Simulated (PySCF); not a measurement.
**Isomers of C5H10: computed energies against enthalpies of formation**

**The experiment to reproduce.**

From CRC Handbook of Chemistry and Physics, for the gas at 298.15 K: enthalpy of formation of `C1CCCC1` (cyclopentane) -76.4 kJ/mol; enthalpy of formation of `CC=C(C)C` (2-methyl-2-butene) -41.7 kJ/mol; enthalpy of formation of `C=C(C)CC` (2-methyl-1-butene) -35.2 kJ/mol; enthalpy of formation of `C/C=C/CC` (cis-2-pentene) -31.9 kJ/mol; enthalpy of formation of `C=CC(C)C` (3-methyl-1-butene) -27.5 kJ/mol; enthalpy of formation of `C=CCCC` (1-pentene) -21.1 kJ/mol; enthalpy of formation of `CC1(C)CC1` -8.2 kJ/mol.

How close the calculation comes is told at the end.

Differences of these values give the isomerisation enthalpies. Geometries: PBE0-D3(BJ)/def2-SVP; runs in PySCF, gas phase, with a dispersion term only where the level names one. Total electronic energies (Eh):

| SMILES | PBE0-D3(BJ)/def2-SVP |
| --- | --- |
| C1CCCC1 | -196.18429 |
| CC=C(C)C | -196.16183 |
| C=C(C)CC | -196.15782 |
| C/C=C/CC | -196.15763 |
| C=CC(C)C | -196.15380 |
| C=CCCC | -196.15264 |
| CC1(C)CC1 | -196.15655 |

Zero-point and thermal terms are left out, so the computed numbers are electronic energies.

## Comparison

Relative to `C1CCCC1`, the lowest by measurement, in kJ/mol (measured: enthalpies at 298.15 K; computed: electronic energies):

```json
{"SMILES": "C1CCCC1", "measured": "0.0", "PBE0-D3(BJ)/def2-SVP": "0.0"}
{"SMILES": "CC=C(C)C", "measured": "34.7", "PBE0-D3(BJ)/def2-SVP": "58.9"}
{"SMILES": "C=C(C)CC", "measured": "41.2", "PBE0-D3(BJ)/def2-SVP": "69.5"}
{"SMILES": "C/C=C/CC", "measured": "44.5", "PBE0-D3(BJ)/def2-SVP": "70.0"}
{"SMILES": "C=CC(C)C", "measured": "48.9", "PBE0-D3(BJ)/def2-SVP": "80.0"}
{"SMILES": "C=CCCC", "measured": "55.3", "PBE0-D3(BJ)/def2-SVP": "83.1"}
{"SMILES": "CC1(C)CC1", "measured": "68.2", "PBE0-D3(BJ)/def2-SVP": "72.8"}
```

Measured values: -76.4 kJ/mol (298.15 K; CRC Handbook of Chemistry and Physics) for the first row; the others come from the same table. Mean unsigned miss over the other isomers: PBE0-D3(BJ)/def2-SVP 23.6 kJ/mol. One conformer stands for `C=C(C)CC`, `C/C=C/CC`, `C=CC(C)C` and `C=CCCC`, not necessarily the lowest, while the measurement averages over conformers. Where a level misses, the cause wasn't examined.
